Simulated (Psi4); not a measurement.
# AlCl (aluminium monochloride): B2PLYP/aug-cc-pVDZ (density fitting, density fitting for correlation, sweep point 1)

What is the vertical ionisation energy of AlCl (aluminium monochloride) at B2PLYP/aug-cc-pVDZ (density fitting, density fitting for correlation, sweep point 1)? 

Program for the calculation: Psi4 1.11.

## 1. The molecule

AlCl has 2 atoms, charge 0, and is taken as a singlet. SMILES: `[Al][Cl]`. Geometry: the measured bond length.

Bond lengths: Al1–Cl2 2.130 Å.

## 2. The energy at B2PLYP/aug-cc-pVDZ (density fitting, density fitting for correlation, sweep point 1)

input.in reads:

```
memory 1.6 GB

molecule {
  Al     0.00000000     0.00000000     0.00000000
  Cl     0.00000000     0.00000000     4.02533018
  units au
  symmetry c1
}

set {
  puream true
  scf_type df
  dft_radial_points 99
  dft_spherical_points 590
  num_frozen_docc 10
}

energy_value, wavefunction = energy('b2plyp/aug-cc-pVDZ', return_wfn=True)
```

Run with:

```bash
$ psi4 input.in input.out -n 1
```

input.out:

```text
[...]
  Running in c1 symmetry.
[...]
  Nuclear repulsion =   54.902328533953948
[...]
  Multiplicity = 1
[...]
  Nalpha       = 15
  Nbeta        = 15
[...]
    Number of basis functions: 54
[...]
   @DF-RKS iter   1:  -702.34018760480024   -4.06537e-01   3.91634e-03 DIIS/ADIIS
[...]
   @DF-RKS iter   7:  -702.36722694188211   -1.15044e-08   1.40023e-07 DIIS
[...]
    Orbital Energies [Eh]
    ---------------------
    Doubly Occupied:
       1A   -102.899124     2A    -57.114506     3A     -9.898117
       4A     -7.534402     5A     -7.532394     6A     -7.532394
       7A     -4.489632     8A     -2.941003     9A     -2.941003
      10A     -2.939204    11A     -0.917241    12A     -0.468580
      13A     -0.384705    14A     -0.384705    15A     -0.285396
[...]
  @DF-RKS Final Energy:  -702.36722694188211
   => Energetics <=
    Nuclear Repulsion Energy =             54.9023285339539484
    One-Electron Energy =               -1082.0510257153482598
    Two-Electron Energy =                 347.1391184932323881
    DFT Exchange-Correlation Energy =     -22.3576482537203560
    Empirical Dispersion Energy =           0.0000000000000000
    VV10 Nonlocal Energy =                  0.0000000000000000
    Total Energy =                       -702.3672269418821088
[...]
 Multipole Moments:
 ------------------------------------------------------------------------------------
     Multipole            Electronic (a.u.)      Nuclear  (a.u.)        Total (a.u.)
 ------------------------------------------------------------------------------------
 L = 1.  Multiply by 2.5417464519 to convert [e a0] to [Debye]
 Dipole X            :          0.0000000            0.0000000            0.0000000
 Dipole Y            :         -0.0000000            0.0000000           -0.0000000
 Dipole Z            :         -0.8945660            0.2658241           -0.6287419
 Magnitude           :                                                    0.6287419
[...]
```

Run time: 2.5 s. Hardware: 1 thread of Intel Xeon 6975P-C (Granite Rapids), shared host; peak memory 0.4 GiB.

## 3. The doublet cation, same level

alcl.dat reads:

```
memory 1.6 GB

molecule mol {
  1 2
  Al     0.00000000     0.00000000     0.00000000
  Cl     0.00000000     0.00000000     4.02533018
  units bohr
  symmetry c1
}

set reference uks
set puream true
set scf_type df
set dft_radial_points 99
set dft_spherical_points 590
set num_frozen_docc 10
set maxiter 150

energy('b2plyp/aug-cc-pVDZ')
```

Run with:

```bash
$ psi4 -i alcl.dat -o alcl.out -n 1
```

alcl.out:

```text
[...]
  Running in c1 symmetry.
[...]
  Nuclear repulsion =   54.902328533953948
[...]
  Multiplicity = 2
[...]
  Nalpha       = 15
  Nbeta        = 14
[...]
    Number of basis functions: 54
[...]
   @DF-UKS iter   1:  -701.99250987622736   -5.88590e-02   3.97680e-03 ADIIS/DIIS
[...]
   @DF-UKS iter   8:  -702.03604697428113   -2.13736e-07   5.38218e-07 DIIS
[...]
   @S^2 Observed:                7.554961449E-01
[...]
    Orbital Energies [Eh]
    ---------------------
    Alpha Occupied:
       1A   -103.152327     2A    -57.453792     3A    -10.147453
       4A     -7.788920     5A     -7.780177     6A     -7.780177
       7A     -4.821374     8A     -3.272458     9A     -3.272458
      10A     -3.271907    11A     -1.158967    12A     -0.722865
      13A     -0.611735    14A     -0.611735    15A     -0.583387
    Alpha Virtual:
      16A     -0.268902    17A     -0.268902    18A     -0.172579
      19A     -0.117919    20A     -0.082204    21A     -0.082204
      22A     -0.073394    23A     -0.073394    24A     -0.071025
      25A     -0.042210    26A     -0.038894    27A     -0.038894
[...]
  @DF-UKS Final Energy:  -702.03604697428113
   => Energetics <=
    Nuclear Repulsion Energy =             54.9023285339539484
    One-Electron Energy =               -1073.8399373960191951
    Two-Electron Energy =                 339.1304150816480387
    DFT Exchange-Correlation Energy =     -22.2288531938639728
    Empirical Dispersion Energy =           0.0000000000000000
    VV10 Nonlocal Energy =                  0.0000000000000000
    Total Energy =                       -702.0360469742811347
[...]
 Multipole Moments:
 ------------------------------------------------------------------------------------
     Multipole            Electronic (a.u.)      Nuclear  (a.u.)        Total (a.u.)
 ------------------------------------------------------------------------------------
 L = 1.  Multiply by 2.5417464519 to convert [e a0] to [Debye]
 Dipole X            :          0.0000000            0.0000000            0.0000000
 Dipole Y            :         -0.0000000            0.0000000           -0.0000000
 Dipole Z            :         -2.7639479            0.2658241           -2.4981238
 Magnitude           :                                                    2.4981238
[...]
```

Wall time 3.6 s (1 thread of Intel Xeon 6975P-C (Granite Rapids), shared host); peak memory 0.4 GiB.

## 4. What came out

Level: B2PLYP/aug-cc-pVDZ (density fitting, density fitting for correlation, sweep point 1), 10 core orbitals frozen.

| quantity | value |
| --- | --- |
| singlet AlCl: total energy | -702.43172 Eh |
| singlet AlCl: HOMO energy (SCF part's orbitals) | -7.77 eV |
| singlet AlCl: LUMO energy (SCF part's orbitals) | -0.73 eV |
| singlet AlCl: HOMO–LUMO gap (SCF part's orbitals) | 7.03 eV |
| doublet cation: total energy | -702.09298 Eh |
| doublet cation: HOMO energy (SCF part's orbitals) (highest over α and β) | -15.87 eV |
| doublet cation: LUMO energy (SCF part's orbitals) (lowest over α and β) | -10.28 eV |
| doublet cation: ⟨S²⟩ | 0.755 |
| vertical ionisation energy (to the doublet cation) | 9.218 eV |

**Reading.** Removing an electron at fixed nuclei costs 9.22 eV (213 kcal/mol). −ε(HOMO) before ionisation, 7.77 eV, is 1.45 eV below this ionisation energy.
